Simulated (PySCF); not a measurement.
Calculation: PBE-D3(BJ)/def2-TZVP // r2SCAN-D4/def2-TZVP (PySCF). All species are isolated molecules in the gas phase. Delta-SCF ions had no search for a lower state. 

Reference species (SMILES): `CC#C` (neutral, multiplicity 1).

- vertical ionisation energy (Delta-SCF): 10.22 eV
- S1 oscillator strength: 0.000

Changed species: `C1=CC1`.

Q: Predict the effect on the vertical ionisation energy (Delta-SCF) and S1 oscillator strength.

A: the vertical ionisation energy (Delta-SCF) decreases by 0.51 eV, to 9.71 eV; the S1 oscillator strength hardly moves.
